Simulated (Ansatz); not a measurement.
This geometry of C3H6FNO (12 atoms, charge 0, multiplicity 1) is a first-order saddle point.

Method: Ansatz 0.2.0, RKS PBE-D4/6-31G.

```xyz
12
Properties=species:S:1:pos:R:3
C -0.130 -1.702 0.974
C 0.207 -0.647 -0.080
O -0.385 0.645 0.401
C -0.179 1.711 -0.409
N 0.455 1.712 -1.514
F -0.794 2.827 0.188
H 0.779 -2.142 1.415
H -0.741 -2.517 0.555
H -0.706 -1.231 1.788
H 1.287 -0.478 -0.216
H -0.227 -0.852 -1.073
H 0.512 2.619 -1.995
```

Q: Which two structures does it join? (They come from a converged band through this point; their orientation in space is the band's.)

A: No bond is made or broken. The dihedral H9–C1–C2–O3 goes from -60 to 60°. The two ends are copies of one structure, up to a mirror image or an exchange of like atoms.

Image 0:

```xyz
12
Properties=species:S:1:pos:R:3
C -0.013 -1.640 1.060
C 0.369 -0.574 0.052
O -0.641 0.520 0.196
C -0.460 1.587 -0.621
N 0.472 1.736 -1.476
F -1.489 2.509 -0.354
H 0.701 -2.479 1.001
H -1.024 -2.029 0.859
H 0.008 -1.237 2.086
H 1.365 -0.137 0.232
H 0.334 -0.927 -0.992
H 0.454 2.614 -2.010
```

Image 8:

```xyz
12
Properties=species:S:1:pos:R:3
C -0.167 -1.696 0.952
C 0.129 -0.660 -0.114
O -0.265 0.662 0.465
C -0.066 1.732 -0.343
N 0.415 1.710 -1.522
F -0.488 2.878 0.354
H 0.412 -1.496 1.867
H 0.105 -2.699 0.579
H -1.238 -1.700 1.210
H 1.197 -0.602 -0.385
H -0.451 -0.806 -1.040
H 0.495 2.622 -1.990
```

Q: How far does it lie above each of them?

A: 0.122 eV above the first and 0.122 eV above the second. This is the barrier of this one path; another mechanism may lie lower. Limits of this set-up: no polarisation functions.

Run time: 2.2 min on 1 thread of Arm Neoverse V1 (shared host), peak memory 0.25 GiB.
